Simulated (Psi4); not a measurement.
# CH4Si (SMILES C=[SiH2]): CAM-B3LYP/cc-pVTZ (sweep point 5)

Aim: the vertical electron affinity of CH4Si at CAM-B3LYP/cc-pVTZ (sweep point 5), from 2 runs. Input form: a Python script.

The results are computed with Psi4 1.11.

4 further runs of the same task are left out: 4 set aside as unsound or not needed.

### Step 1. The molecule

The species is CH4Si (6 atoms), meant as a singlet with charge 0. SMILES: `C=[SiH2]`. The shape is that of a GFN2-xTB optimisation.

Bond lengths: C1–Si2 1.748 Å, C1–H3 1.077 Å, C1–H4 1.077 Å, Si2–H5 1.458 Å, Si2–H6 1.458 Å. Angles: C1–Si2–H5 124.5°, C1–Si2–H6 124.6°, Si2–C1–H3 122.4°, Si2–C1–H4 122.5°, H5–Si2–H6 110.9°, H3–C1–H4 115.0°.

### Step 2. A single-point energy at CAM-B3LYP/cc-pVTZ (sweep point 5)

job.py

```python
import psi4

psi4.set_memory('1600 MB')
psi4.set_num_threads(1)
psi4.core.set_output_file('psi4.out', False)

m = psi4.geometry("""
0 1
C     -0.738690    -0.547160    -0.265100
Si     0.611270     0.451760     0.218260
H     -1.408510    -0.996610     0.448130
H     -0.962920    -0.758160    -1.296740
H      0.952980     0.765970     1.600750
H      1.545870     1.084200    -0.705300
units angstrom
symmetry c1
""")

psi4.set_options({
    'basis': 'cc-pVTZ',
    'reference': 'rks',
    'puream': True,
    'scf_type': 'pk',
    'dft_radial_points': 75,
    'dft_spherical_points': 302,
})

e_tot = psi4.energy("cam-b3lyp")
print(f'cam-b3lyp energy: {e_tot:.10f} Eh')
```

Run with:

```
$ python job.py
```

psi4.out:

```text
[...]
  Running in c1 symmetry.
[...]
  Nuclear repulsion =   50.789467282495202
[...]
  Multiplicity = 1
[...]
  Nalpha       = 12
  Nbeta        = 12
[...]
    Number of basis functions: 120
[...]
   @RKS iter   1:  -329.66580480455809   -3.37419e-01   6.08537e-03 DIIS/ADIIS
[...]
   @RKS iter   8:  -329.93984164394811   -2.58639e-07   7.83801e-07 DIIS
[...]
    Orbital Energies [Eh]
    ---------------------
    Doubly Occupied:
       1A    -66.210824     2A    -10.238503     3A     -5.359420
       4A     -3.720769     5A     -3.717368     6A     -3.715120
       7A     -0.748754     8A     -0.589963     9A     -0.486800
      10A     -0.424608    11A     -0.421734    12A     -0.282985
[...]
  @RKS Final Energy:  -329.93984164394811
   => Energetics <=
    Nuclear Repulsion Energy =             50.7894672824952025
    One-Electron Energy =                -555.3403277745238711
    Two-Electron Energy =                 195.3643703554523654
    DFT Exchange-Correlation Energy =     -20.7533515073717822
    Empirical Dispersion Energy =           0.0000000000000000
    VV10 Nonlocal Energy =                  0.0000000000000000
    Total Energy =                       -329.9398416439481139
[...]
 Multipole Moments:
 ------------------------------------------------------------------------------------
     Multipole            Electronic (a.u.)      Nuclear  (a.u.)        Total (a.u.)
 ------------------------------------------------------------------------------------
 L = 1.  Multiply by 2.5417464519 to convert [e a0] to [Debye]
 Dipole X            :          0.8286383           -0.5841856            0.2444527
 Dipole Y            :          0.6104143           -0.4294313            0.1809831
 Dipole Z            :          0.2932003           -0.2060642            0.0871361
 Magnitude           :                                                    0.3163932
[...]
```

The script printed:

```text
cam-b3lyp energy: -329.9398416439 Eh
```

Run time: 29 s. Hardware: 1 thread of AMD EPYC 7R43 (Zen 3), shared host; peak memory 1.1 GiB.

### Step 3. The doublet anion, same level

job.py

```python
import psi4

psi4.set_memory(1600000000)
psi4.set_num_threads(1)
psi4.set_output_file('run.log', False)

mol = psi4.geometry("""
-1 2
C     -0.738690    -0.547160    -0.265100
Si     0.611270     0.451760     0.218260
H     -1.408510    -0.996610     0.448130
H     -0.962920    -0.758160    -1.296740
H      0.952980     0.765970     1.600750
H      1.545870     1.084200    -0.705300
symmetry c1
""")

options = {'basis': 'cc-pVTZ', 'reference': 'uks', 'puream': True, 'scf_type': 'pk', 'dft_radial_points': 75, 'dft_spherical_points': 302, 'maxiter': 150}
psi4.set_options(options)

e_tot = psi4.energy("cam-b3lyp")
print(f'cam-b3lyp energy: {e_tot:.10f} Eh')
```

Run with:

```
$ python job.py
```

run.log:

```text
[...]
  Running in c1 symmetry.
[...]
  Nuclear repulsion =   50.789467282495202
[...]
  Multiplicity = 2
[...]
  Nalpha       = 13
  Nbeta        = 12
[...]
    Number of basis functions: 120
[...]
   @UKS iter   1:  -329.54601811252712   -2.17632e-01   6.94365e-03 ADIIS/DIIS
[...]
   @UKS iter   9:  -329.91381418734898   -4.59255e-07   9.14397e-07 DIIS
[...]
   @S^2 Observed:                7.577348776E-01
[...]
    Orbital Energies [Eh]
    ---------------------
    Alpha Occupied:
       1A    -65.950725     2A     -9.983658     3A     -5.100832
       4A     -3.460904     5A     -3.460203     6A     -3.457516
       7A     -0.519023     8A     -0.359745     9A     -0.259391
      10A     -0.192279    11A     -0.189390    12A     -0.077050
      13A      0.059955
    Alpha Virtual:
      14A      0.259490    15A      0.282342    16A      0.312315
      17A      0.328484    18A      0.333166    19A      0.387797
      20A      0.419571    21A      0.463586    22A      0.499870
      23A      0.502760    24A      0.514521    25A      0.562939
[...]
  @UKS Final Energy:  -329.91381418734898
   => Energetics <=
    Nuclear Repulsion Energy =             50.7894672824952025
    One-Electron Energy =                -561.1741989405849154
    Two-Electron Energy =                 201.3652309750222003
    DFT Exchange-Correlation Energy =     -20.8943135042814774
    Empirical Dispersion Energy =           0.0000000000000000
    VV10 Nonlocal Energy =                  0.0000000000000000
    Total Energy =                       -329.9138141873489758
[...]
 Multipole Moments:
 ------------------------------------------------------------------------------------
     Multipole            Electronic (a.u.)      Nuclear  (a.u.)        Total (a.u.)
 ------------------------------------------------------------------------------------
 L = 1.  Multiply by 2.5417464519 to convert [e a0] to [Debye]
 Dipole X            :          0.5568670           -0.5841856           -0.0273186
 Dipole Y            :          0.4108441           -0.4294313           -0.0185872
 Dipole Z            :          0.1959552           -0.2060642           -0.0101091
 Magnitude           :                                                    0.0345541
[...]
```

The script printed:

```text
cam-b3lyp energy: -329.9138141873 Eh
```

Run time: 43 s. Hardware: 1 thread of AMD EPYC 7R43 (Zen 3), shared host; peak memory 1.1 GiB.

### Step 4. Outcome

Level: CAM-B3LYP/cc-pVTZ (sweep point 5).

```
                                         quantity          value
                      singlet CH4Si: total energy  -329.93984 Eh
                     singlet CH4Si: dipole moment         0.80 D
                       singlet CH4Si: HOMO energy       -7.70 eV
                       singlet CH4Si: LUMO energy       -0.21 eV
                     singlet CH4Si: HOMO–LUMO gap        7.50 eV
                      doublet anion: total energy  -329.91381 Eh
doublet anion: HOMO energy (highest over α and β)        1.63 eV
 doublet anion: LUMO energy (lowest over α and β)        6.48 eV
                              doublet anion: ⟨S²⟩          0.758
vertical electron affinity (to the doublet anion)      -0.708 eV
```

**Reading.** The anion lies 0.71 eV (68.3 kJ/mol) above the neutral: the electron isn't bound at this level, and such a value depends on the basis. Without diffuse functions anions come out too high. The HOMO (doublet anion) lies at positive energy, 1.63 eV; only total energies tell whether the electron is bound.
